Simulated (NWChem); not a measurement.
System: CH3O cation; SMILES C=[OH+]

Here is an NWChem input.

```
start job
memory heap 200 mb stack 700 mb global 900 mb
charge 1
geometry units angstroms noautosym nocenter noautoz
  C     -0.008535     0.622070     0.000000
  O     -0.117472    -0.626634     0.000000
  H     -0.963394     1.189434     0.000000
  H      0.981145     1.131150     0.000000
  H      0.739593    -1.136317     0.000000
end
basis spherical
  * library def2-svp
end
dft
  xc b3lyp
  iterations 150
end
property
  response 1 0.0773
end
task dft property
```

Output (shortened):

```
             Northwest Computational Chemistry Package (NWChem) 7.3.0
             --------------------------------------------------------

                             Geometry "geometry" -> ""
                             -------------------------

 Output coordinates in angstroms (scale by  1.889725989 to convert to a.u.)

  No.       Tag          Charge          X              Y              Z
 ---- ---------------- ---------- -------------- -------------- --------------
    1 C                    6.0000    -0.00853500     0.62207000     0.00000000
    2 O                    8.0000    -0.11747200    -0.62663400     0.00000000
    3 H                    1.0000    -0.96339400     1.18943400     0.00000000
    4 H                    1.0000     0.98114500     1.13115000     0.00000000
    5 H                    1.0000     0.73959300    -1.13631700     0.00000000

 Effective nuclear repulsion energy (a.u.)      36.7260552094

                              NWChem Property Module
                              ----------------------

                                 NWChem DFT Module
                                 -----------------

 Summary of "ao basis" -> "ao basis" (spherical)
 ------------------------------------------------------------------------------
       Tag                 Description            Shells   Functions and Types
 ---------------- ------------------------------  ------  ---------------------
 C                          def2-svp                 6       14   3s2p1d
 O                          def2-svp                 6       14   3s2p1d
 H                          def2-svp                 3        5   2s1p

            General Information
            -------------------
          SCF calculation type: DFT
          Wavefunction type:  closed shell.
          No. of atoms     :     5
          No. of electrons :    16
           Alpha electrons :     8
            Beta electrons :     8
          Charge           :     1
          Spin multiplicity:     1
          Use of symmetry is: off; symmetry adaption is: off
          Maximum number of iterations: 150
          AO basis - number of functions:    43
                     number of shells:    21
          Convergence on energy requested:  1.00D-06
          Convergence on density requested:  1.00D-05
          Convergence on gradient requested:  5.00D-04

              XC Information
              --------------
                         B3LYP Method XC Potential
                     Hartree-Fock (Exact) Exchange  0.200
                        Slater Exchange Functional  0.800 local
                    Becke 1988 Exchange Functional  0.720 non-local
              Lee-Yang-Parr Correlation Functional  0.810
                  VWN I RPA Correlation Functional  0.190 local

             Grid Information
             ----------------
          Grid used for XC integration:  medium
          Radial quadrature: Mura-Knowles
          Angular quadrature: Lebedev.
          Tag              B.-S. Rad. Rad. Pts. Rad. Cut. Ang. Pts.
          ---              ---------- --------- --------- ---------
          C                   0.70       49           7.0       434
          O                   0.60       49           7.0       434
          H                   0.35       45           9.0       434
          Grid pruning is: on
          Number of quadrature shells:   233
          Spatial weights used:  Erf1

      Superposition of Atomic Density Guess
      -------------------------------------

 Sum of atomic energies:        -113.81380142

 Renormalizing density from      17.00 to     16

      Non-variational initial energy
      ------------------------------

 Total energy =    -109.994431
 1-e energy   =    -213.708117
 2-e energy   =      66.987631
 HOMO         =      -0.826608
 LUMO         =      -0.503623

   convergence    iter        energy       DeltaE   RMS-Dens  Diis-err
 ---------------- ----- ----------------- --------- --------- ---------
 d= 0,ls=0.0,diis     1   -114.5160649478 -1.51D+02  4.00D-02  1.95D+00
 d= 0,ls=0.0,diis     2   -113.9455872119  5.70D-01  2.91D-02  7.16D+00
 d= 0,ls=0.0,diis     3   -114.6901177459 -7.45D-01  4.56D-03  7.69D-02
 d= 0,ls=0.0,diis     4   -114.6986849715 -8.57D-03  1.27D-03  7.68D-03
 d= 0,ls=0.0,diis     5   -114.6996371043 -9.52D-04  6.64D-05  3.10D-05
  Resetting Diis
 d= 0,ls=0.0,diis     6   -114.6996401151 -3.01D-06  1.01D-05  8.86D-07
 d= 0,ls=0.0,diis     7   -114.6996401924 -7.72D-08  4.82D-06  3.19D-08

         Total DFT energy =     -114.699640192396
      One electron energy =     -222.889117755101
           Coulomb energy =       86.211642214285
    Exchange-Corr. energy =      -14.748219861014
 Nuclear repulsion energy =       36.726055209434

 Numeric. integr. density =       15.999999462109

                       DFT Final Molecular Orbital Analysis
                       ------------------------------------

 Vector    6  Occ=2.000000D+00  E=-8.038313D-01
              MO Center= -3.3D-01,  2.0D-01, -1.4D-10, r^2= 1.3D+00
   Bfn.  Coefficient  Atom+Function         Bfn.  Coefficient  Atom+Function
  ----- ------------  ---------------      ----- ------------  ---------------
    19      0.324160  2 O  py                 4      0.306240  1 C  px
     5     -0.303126  1 C  py                29     -0.281084  3 H  s
    18      0.252566  2 O  px                21      0.145425  2 O  px
    22      0.145120  2 O  py                17     -0.143376  2 O  s
     7      0.115778  1 C  px                16     -0.109514  2 O  s

 Vector    7  Occ=2.000000D+00  E=-7.479829D-01
              MO Center= -8.0D-02, -3.4D-01,  2.6D-10, r^2= 8.4D-01
   Bfn.  Coefficient  Atom+Function         Bfn.  Coefficient  Atom+Function
  ----- ------------  ---------------      ----- ------------  ---------------
    20      0.573627  2 O  pz                23      0.355375  2 O  pz
     6      0.305559  1 C  pz                 9      0.133928  1 C  pz
    11     -0.036781  1 C  d -1

 Vector    8  Occ=2.000000D+00  E=-6.690545D-01
              MO Center= -7.1D-02,  1.0D-01,  3.4D-11, r^2= 1.6D+00
   Bfn.  Coefficient  Atom+Function         Bfn.  Coefficient  Atom+Function
  ----- ------------  ---------------      ----- ------------  ---------------
    18      0.433847  2 O  px                 4     -0.330033  1 C  px
    34     -0.287599  4 H  s                 29      0.261290  3 H  s
    21      0.248497  2 O  px                39      0.204075  5 H  s
    17     -0.199660  2 O  s                 16     -0.153117  2 O  s
    19      0.141070  2 O  py                22      0.105349  2 O  py

 Vector    9  Occ=0.000000D+00  E=-3.807195D-01
              MO Center= -2.2D-02,  3.9D-01, -1.0D-10, r^2= 1.3D+00
   Bfn.  Coefficient  Atom+Function         Bfn.  Coefficient  Atom+Function
  ----- ------------  ---------------      ----- ------------  ---------------
     6      0.603600  1 C  pz                 9      0.501734  1 C  pz
    20     -0.382543  2 O  pz                23     -0.357733  2 O  pz
    38      0.026218  4 H  pz

 Vector   10  Occ=0.000000D+00  E=-2.186203D-01
              MO Center=  9.0D-01, -8.4D-01,  4.9D-12, r^2= 2.4D+00
   Bfn.  Coefficient  Atom+Function         Bfn.  Coefficient  Atom+Function
  ----- ------------  ---------------      ----- ------------  ---------------
    40      1.017856  5 H  s                 17     -0.806974  2 O  s
    35      0.564256  4 H  s                  8     -0.347752  1 C  py
    39      0.309128  5 H  s                  3     -0.280062  1 C  s
    21     -0.264959  2 O  px                18     -0.241799  2 O  px
     7     -0.209902  1 C  px                16     -0.209513  2 O  s

 Vector   11  Occ=0.000000D+00  E=-1.542456D-01
              MO Center=  1.1D-03,  1.2D+00, -1.1D-10, r^2= 3.7D+00
   Bfn.  Coefficient  Atom+Function         Bfn.  Coefficient  Atom+Function
  ----- ------------  ---------------      ----- ------------  ---------------
     3      1.689498  1 C  s                 30     -1.277684  3 H  s
    35     -1.241598  4 H  s                  2      0.437854  1 C  s
     8      0.398400  1 C  py                40      0.344248  5 H  s
    17     -0.259012  2 O  s                 29     -0.207289  3 H  s
    34     -0.174328  4 H  s                  1     -0.164387  1 C  s

     Multipole analysis of the density
     ---------------------------------

     L   x y z        total         alpha         beta         nuclear
     -   - - -        -----         -----         ----         -------
     0   0 0 0      1.000000     -8.000000     -8.000000     17.000000

     1   1 0 0      0.682278      0.561899      0.561899     -0.441519
     1   0 1 0      0.459701      0.320921      0.320921     -0.182141
     1   0 0 1     -0.000000     -0.000000     -0.000000      0.000000

     2   2 0 0     -5.671347     -7.386291     -7.386291      9.101235
     2   1 1 0     -1.750910     -0.305077     -0.305077     -1.140756
     2   1 0 1     -0.000000     -0.000000     -0.000000      0.000000
     2   0 2 0     -3.945804    -18.843784    -18.843784     33.741765
     2   0 1 1      0.000000      0.000000      0.000000      0.000000
     2   0 0 2     -7.754453     -3.877227     -3.877227      0.000000

 *** CALLING NEW AORESP DRIVER FOR CLOSED AND OPEN SHELLS ***
 Entering AOResponse driver routine

--------------------------------------------------------------------------------

          -----------------------------------------------
          Solving response equations for perturbing field
          -----------------------------------------------

 number of frequencies:     1
 frequency in a.u.:  0.7730000E-01
 Perturbing field: electric
 Using El. Dipole Length Gauge

 Setting up CPKS with frequency omega =      0.07730000 a.u.

                            NWChem Dynamic CPHF Module
                            --------------------------

    scftype = RHF
    nclosed =    8
      nopen =    0
  variables =      560
  num. vecs =        3
  tolerance =   1.0D-04
  max. iter =   50

 SCF residual:    4.5499998647820797E-004

Iterative solution of linear equations
  No. of variables      560
  No. of equations        3
  Maximum subspace       30
       Convergence  1.0D-04

   iter   nsub   residual    time
   ----  ------  --------  ---------
     1      3    5.28D+00       3.8
     2      6    2.49D+00       5.0
     3      9    9.37D-02       6.0
     4     12    7.90D-03       6.8
     5     15    2.00D-03       7.7
     6     18    1.32D-04       8.5
     7     21    1.32D-05       9.5

 Electric Dipole Response Matrix (nonzero elements):

              1        2        3
    1   12.2019  -0.9977   0.0000
    2   -0.9977  17.0965   0.0000
    3    0.0000   0.0000   6.9644

 ------------------------------------------
 average:        12.08758 + I       0.00000

 DFT Linear Response polarizability / au
 Frequency  =       0.0773000 / au
 Wavelength =     589.4353558 / nm
              X              Y              Z
 -----------------------------------------------
 X      12.2018975     -0.9977140      0.0000000
 Y      -0.9977160     17.0964866      0.0000000
 Z       0.0000000      0.0000000      6.9643697
 -----------------------------------------------
 Eigenvalues =      12.0063368     17.2920473      6.9643697
 Isotropic   =      12.0875846
 Anisotropic =       8.9448614
 -----------------------------------------------

 Magnetic Dipole Response Matrix (nonzero elements):

 Exiting AOResponse driver routine
```

Level: B3LYP/def2-SVP. Structure relaxed at the PBE-D3(BJ)/def2-SVP level.
